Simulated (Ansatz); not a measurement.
# BNH₃+ (triplet): the correlation ladder, def2-TZVPP

An exercise on one series of results from a longer session: the logs are not shown, and one member is left open.

Program: Ansatz 0.2.0, Gaussian basis. Level of theory: def2-TZVPP, core rule «outside noble gas», up to 2 orbitals frozen. These are calculated values, not measurements.

To be run: UHF; ROHF; CCSD(T) on UHF.

2 further runs of the same task are left out: 2 set aside as unsound or not needed.

**What is computed**

The geometry is a PBE0/def2-TZVP stationary point (not a proven minimum) of the parent state, kept for this charge and spin.

5 atoms, charge 1, spin multiplicity 3.

Atoms are counted from 1 here; the program's logs count them from 0.

Bond lengths: B1–N2 1.374 Å, B1–H3 1.195 Å, N2–H4 1.011 Å, N2–H5 1.007 Å. Angles: N2–B1–H3 125.1°, B1–N2–H4 123.7°, B1–N2–H5 123.2°, H4–N2–H5 113.1°.

Set-up of the first run:

The input, in.yaml:

```yaml
crystal:
  periodic: [false, false, false]
  atoms:
    - {symbol: B, position_ang: [0.000000, -0.179775, 0.786527]}
    - {symbol: N, position_ang: [0.000000, 0.067403, -0.564987]}
    - {symbol: H, position_ang: [0.000000, 0.657847, 1.639246]}
    - {symbol: H, position_ang: [0.000000, 0.995722, -0.965199]}
    - {symbol: H, position_ang: [0.000000, -0.661987, -1.258945]}
basis:
  gaussian: {orbitals: def2-TZVPP}
total_charge: 1
magnetization: {spin_polarized: true, initial_magnetization: 2}
hamiltonian: {xc: hf}
output: {orbitals: {seedname: orbitals}}
```

Started as:

```sh
$ ansatz run in.yaml --threads 1 --pin off --events-out ev --progress --plain --max-ram 4096MiB --backend cpu
```

Steps of the session up to this table: UHF; ROHF; CCSD(T) on UHF.

One table of the session follows, with a row left open; its other results are not shown here.

| method | from UCCSD(T) (kcal/mol) |
| --- | --- |
| ROHF | +169.83 |
| UHF | +166.84 |
| UMP2 | +21.93 |
| UCCSD | ? |
| UCCSD(T) | 0 |

Q: Estimate the row for UCCSD from the others.

The run gave: from UCCSD(T) (kcal/mol): +4.25. In the column «from UCCSD(T) (kcal/mol)» it lies between UCCSD(T) (0) and UMP2 (+21.93).
